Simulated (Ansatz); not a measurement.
The same path of BClH2 + H3Si (8 atoms, charge 0, multiplicity 2) was run twice with different band settings. Made: Cl2–Si5.

Theory: UKS PBE0/6-31G* (Ansatz).

Relaxed end points:

```xyz
8
Properties=species:S:1:pos:R:3
B -0.005 0.000 -0.756
Cl -0.014 0.010 0.984
H 1.049 -0.003 -1.312
H -1.054 -0.002 -1.323
Si 0.016 -0.003 5.394
H -0.763 -1.194 5.835
H 1.418 -0.067 5.894
H -0.647 1.259 5.826
```

```xyz
8
Properties=species:S:1:pos:R:3
B 0.040 -0.046 0.602
Cl -0.442 1.310 2.135
H 1.209 -0.237 0.771
H -0.846 -0.847 0.667
Si -0.048 0.127 3.835
H -0.924 -1.058 3.727
H 1.392 -0.206 3.784
H -0.380 0.956 5.021
```

Common settings: spring 5.0 eV/Å²; optimiser quadratic models (default); start path through a guess of the saddle point; force threshold 0.05 eV/Å; iteration limit 60; end points relaxed.

| run | movable images | climbing image |
| --- | --- | --- |
| 1 | 7 | yes |
| 2 | 2 | no |

Question: What does each run give, and how far can it be trusted?

Answer: Run 1: converged after 21 iterations, highest image 0.749 eV above the first end. A structure lower than the first end lies on the path between it and the top, so the climb from that side starts below the end, which may itself be a saddle point or a shallow side well. A vibrational analysis at the climbing image gives one clearly imaginary mode, 204i cm⁻¹: a first-order saddle point.
Run 2: converged after 30 iterations, highest image 0.717 eV above the first end. The highest image is an end point: on this band no image between the ends rises above it. So few images can step over the top or miss a turn of the path.
